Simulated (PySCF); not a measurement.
# One shape, several levels: doublet [SCl2O2]+

We compute a comparison of 6 runs (UHF/STO-3G, UHF/3-21G, U-wB97M-V/cc-pVDZ, UB2PLYP/cc-pVDZ, UM06-2X/cc-pVDZ, USCS-MP2/cc-pVDZ) of doublet [SCl2O2]+. 

Program for the calculation: PySCF 2.14.0.

11 further runs of the same task are left out: 9 that didn't finish, 2 set aside as unsound or not needed.

## (1) The structure to begin with

The species is [SCl2O2]+ (5 atoms), meant as a doublet with charge +1. As SMILES of the parent species, `O=S(=O)(Cl)Cl`. The coordinates come from a PBE0-D4/def2-TZVP relaxation. That shape belongs to the parent species and isn't relaxed for this state.

Bond lengths: O1–S2 1.415 Å, S2–O3 1.416 Å, S2–Cl4 2.013 Å, S2–Cl5 2.013 Å. Angles: O1–S2–O3 123.0°, O1–S2–Cl4 107.8°, O1–S2–Cl5 107.8°, O3–S2–Cl4 107.8°, O3–S2–Cl5 107.8°, Cl4–S2–Cl5 100.5°.

## (2) A single-point energy at UHF/STO-3G (run 1)

Input file calc.py:

```python
from pyscf import gto, scf

mol = gto.M(
    atom='''
O    0.866100   0.300300  -1.246600
S   -0.068500   0.126800  -0.197800
O   -1.381700   0.653700  -0.241000
Cl  -0.209600  -1.845200   0.179900
Cl   0.793700   0.764400   1.505600
''',
    verbose=3,
    spin=1,
    max_memory=1860,
    charge=1,
    basis='sto-3g',
)

calc0 = scf.UHF(mol)
calc0.conv_tol = 1e-10
calc0.kernel()
if not calc0.converged:
    calc0 = calc0.newton().run(calc0.mo_coeff, calc0.mo_occ)

energy = calc0.e_tot
print(f'total energy: {energy:.8f} hartree')
```

Run with:

```bash
$ OMP_NUM_THREADS=1 python calc.py
```

Standard output:

```text
converged SCF energy = -1449.31366368694  <S^2> = 0.90372999  2S+1 = 2.1482365
total energy: -1449.31366369 hartree
```

Run time: 0.93 s. Hardware: 1 thread of Arm Neoverse V1, shared host; peak memory 0.1 GiB.

## (3) A single-point energy at UHF/3-21G (run 2)

Input file geometry.xyz:

```xyz
5
Cl2O2S
O      0.866100     0.300300    -1.246600
S     -0.068500     0.126800    -0.197800
O     -1.381700     0.653700    -0.241000
Cl    -0.209600    -1.845200     0.179900
Cl     0.793700     0.764400     1.505600
```

Input file job.py:

```python
from pyscf import gto, scf

mol = gto.M(
    atom='geometry.xyz',
    basis='3-21g',
    max_memory=1860,
    verbose=4,
    spin=1,
    charge=1,
)

calc0 = scf.UHF(mol)
calc0.conv_tol = 1e-10
calc0.kernel()
if not calc0.converged:
    calc0 = calc0.newton().run(calc0.mo_coeff, calc0.mo_occ)

energy = calc0.e_tot
print('E(%s) = %.9f' % ('HF', energy))
```

Run with:

```bash
$ OMP_NUM_THREADS=1 python job.py
```

Standard output:

```text
PySCF version 2.14.0

[... 118 lines left out ...]
SCF not converged.
SCF energy = -1458.2053376983 after 50 cycles  <S^2> = 0.90637903  2S+1 = 2.1507013
[... 52 lines left out ...]
converged SCF energy = -1458.21268601806  <S^2> = 0.86165615  2S+1 = 2.1087021
E(HF) = -1458.212686018
```

It took 4.2 s on 1 thread of Arm Neoverse V1, shared host; peak memory 0.13 GiB.

## (4) A single-point energy at U-wB97M-V/cc-pVDZ (run 3)

Input file input.py:

```python
from pyscf import gto, dft

mol = gto.Mole()
mol.atom = '''
O      1.636692     0.567485    -2.355733
S     -0.129446     0.239617    -0.373788
O     -2.611035     1.235314    -0.455424
Cl    -0.396087    -3.486923     0.339962
Cl     1.499876     1.444507     2.845172
'''
mol.max_memory = 1860
mol.unit = 'bohr'
mol.charge = 1
mol.spin = 1
mol.basis = 'cc-pvdz'
mol.verbose = 4
mol.build()

mf = dft.UKS(mol)
mf.xc = 'wb97m-v'
mf.conv_tol = 1e-10
mf.grids.level = 5
mf.nlcgrids.level = 1
mf.kernel()
if not mf.converged:
    mf = mf.newton().run(mf.mo_coeff, mf.mo_occ)

energy = mf.e_tot
print(f'total energy: {energy:.8f} hartree')
```

Run with:

```bash
$ OMP_NUM_THREADS=1 python input.py
```

Standard output:

```text
PySCF version 2.14.0

[... 64 lines left out ...]
WARN: HOMO -0.399175722619792 >= LUMO -0.399175722619793
[... 106 lines left out ...]
converged SCF energy = -1468.40417883067  <S^2> = 0.75592425  2S+1 = 2.0059155
total energy: -1468.40417883 hartree
```

It took 3.9 min on 1 thread of Arm Neoverse V1, shared host; peak memory 0.48 GiB.

Runs 4 to 5 aren't shown in full; the table further down has their settings and results.

## (5) A single-point energy at USCS-MP2/cc-pVDZ (run 6)

Input file input.py:

```python
from pyscf import gto, scf, mp

mol = gto.Mole()
mol.atom = '''
O      1.636692     0.567485    -2.355733
S     -0.129446     0.239617    -0.373788
O     -2.611035     1.235314    -0.455424
Cl    -0.396087    -3.486923     0.339962
Cl     1.499876     1.444507     2.845172
'''
mol.spin = 1
mol.unit = 'bohr'
mol.max_memory = 1860
mol.charge = 1
mol.basis = 'cc-pvdz'
mol.verbose = 4
mol.build()

mf = scf.UHF(mol)
mf.conv_tol = 1e-10
mf.kernel()
if not mf.converged:
    mf = mf.newton().run(mf.mo_coeff, mf.mo_occ)

pt = mp.MP2(mf, frozen=17).run()
etot = mf.e_tot + 1.2 * pt.e_corr_os + pt.e_corr_ss / 3
print('E = %.10f Eh' % etot)
```

Run with:

```bash
$ OMP_NUM_THREADS=1 python input.py
```

Standard output:

```text
PySCF version 2.14.0

[... 137 lines left out ...]
converged SCF energy = -1465.67720466999  <S^2> = 0.8160313  2S+1 = 2.0649758
[... 1 line left out ...]
******** <class 'pyscf.mp.ump2.UMP2'> ********
nocc = (np.int64(16), np.int64(15)), nmo = (65, 65)
frozen orbitals 17
E(UMP2) = -1466.47191375129  E_corr = -0.794709081299325
E(SCS-UMP2) = -1466.43494613812  E_corr = -0.757741468131142
E_corr(same-spin) = -0.226049341647749
E_corr(oppo-spin) = -0.568659739651577
E = -1466.4349461381 Eh
```

Run time: 4.2 s. Hardware: 1 thread of Arm Neoverse V1, shared host; peak memory 0.19 GiB.

## (6) All runs side by side

```
run              level  integration grid  nlc grid   energy (Eh)  HOMO energy (eV)  LUMO energy (eV)   ⟨S²⟩  wall time
  1         UHF/STO-3G                 –         –  -1449.313664            -16.72             -5.36  0.904     0.93 s
  2          UHF/3-21G                 –         –  -1458.212686            -18.09            -11.82  0.862      4.2 s
  3  U-wB97M-V/cc-pVDZ                 5         1  -1468.404179            -18.30            -12.91  0.756    3.9 min
  4    UB2PLYP/cc-pVDZ                 5         –  -1467.960696            -17.38            -13.59  0.761       80 s
  5    UM06-2X/cc-pVDZ                 5         –  -1468.382794            -17.47            -14.06  0.756    1.9 min
  6   USCS-MP2/cc-pVDZ                 –         –  -1466.434946            -19.09            -11.36  0.816      4.2 s
```

## (7) Outcome

| quantity | value |
| --- | --- |
| run 6: total energy | -1466.43495 Eh |
| run 6: HOMO energy (Hartree–Fock orbitals) (highest over α and β) | -19.09 eV |
| run 6: LUMO energy (Hartree–Fock orbitals) (lowest over α and β) | -11.36 eV |
| run 6: correlation energy (17 core orbitals frozen) | -757.7 mEh |
| run 6: ⟨S²⟩ of the reference determinant | 0.816 |

**Reading.** Totals of different functionals can't be ranked against each other. In run 1 the basis is minimal, so the values are rough. Spin contamination of the reference: run 1 ⟨S²⟩ = 0.90, run 2 ⟨S²⟩ = 0.86. All runs together took 7.3 min, the longest 3.9 min.
